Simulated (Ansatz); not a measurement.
in.yaml

```yaml
crystal:
  periodic: [false, false, false]
  atoms:
    - {symbol: Br, position_ang: [-0.476378, 0.000000, 0.000000]}
    - {symbol: H, position_ang: [1.042622, 0.000000, 0.000000]}
    - {symbol: B, position_ang: [2.805622, 0.000000, 0.000000]}
    - {symbol: H, position_ang: [3.314695, 0.000000, 1.077008]}
    - {symbol: H, position_ang: [3.314695, 0.000000, -1.077008]}
basis:
  gaussian: {orbitals: STO-3G}
magnetization: {spin_polarized: false, initial_magnetization: 1}
correlation: {method: fic_nevpt4_sd, electrons: all, active_space: {window: {electrons: 13, orbitals: 7}}}
accuracy: high
```

```sh
$ ansatz run in.yaml --threads 1 --pin off --events-out ev --progress --plain --max-ram 2393MiB
```

Output:

```
336 factors; integrals over basis functions are off by at most 4.1e-8 eV
mean field evaluation 1: about -69948.5781 eV, gradient 1.4e1 eV
mean field evaluation 2: about -69948.6083 eV, gradient 1.4e1 eV
mean field evaluation 4: about -69950.4427 eV, gradient 1.2e0 eV
mean field evaluation 8: about -69950.4659 eV, gradient 4.9e-3 eV
mean field -69950.46593632 eV, -2570.6322090310 hartree, gradient 1.2e-8 eV, S^2 0.750000; 0 other end points of the search recorded, 0 dependent functions left out
reference -69950.46593632 eV, -2570.6322090310 hartree; 22, 21 occupied and 4, 5 virtual orbitals, 336 factors
state -69950.46593632 eV, -2570.6322090310 hartree
state -69950.46593632 eV, -2570.6322090310 hartree; corrected -69952.05048915 eV, -2570.6904402734 hartree
Total energy: -69952.05048915 eV, -2570.6904402734 hartree
```

Ran on 1 thread of Arm Neoverse V1, shared host: 1.1 s wall, 0.14 GiB peak host memory.
